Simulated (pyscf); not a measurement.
H₂As–InH₂ → HAs=InH + H₂ (elimination; singlet surface; As–H, H–In broken, H–H formed). Optimised with ωB97X-D3(BJ)/def2-SVP in PySCF. Energies in eV from the reactant's lowest minimum found.

| level | barrier | reaction energy |
|---|---|---|
| ωB97X-D3(BJ)/def2-TZVP | ? | +0.96 |
| r²SCAN/def2-TZVP | 2.03 | +0.79 |
| B3LYP-D3(BJ)/def2-TZVP | 2.14 | +0.74 |
| PBE0-D3(BJ)/def2-TZVP | 2.11 | +0.88 |
| ωB97M-D3(BJ)/def2-TZVP | 2.37 | +0.95 |
| HF/def2-TZVP | ? | ? |

Some entries are withheld; supply them.


- ωB97X-D3(BJ)/def2-TZVP, barrier: 2.44
- HF/def2-TZVP, barrier: 3.00
- HF/def2-TZVP, reaction energy: +1.06

The functionals in the table span 0.41 eV in this barrier, from r²SCAN to ωB97X-D3(BJ)/def2-TZVP. At the saddle there is also a short H–In contact that neither side keeps. HAs=InH lies 0.97 eV over its isomer H₂As–In [singlet] (electronic energy, ωB97M-D3(BJ)/def2-TZVP). This is the saddle that the search found; another between the same sides may lie lower. Elements up to Kr have no core potential and no relativistic terms here. Elements past Kr carry the def2 core potentials, without spin-orbit coupling.
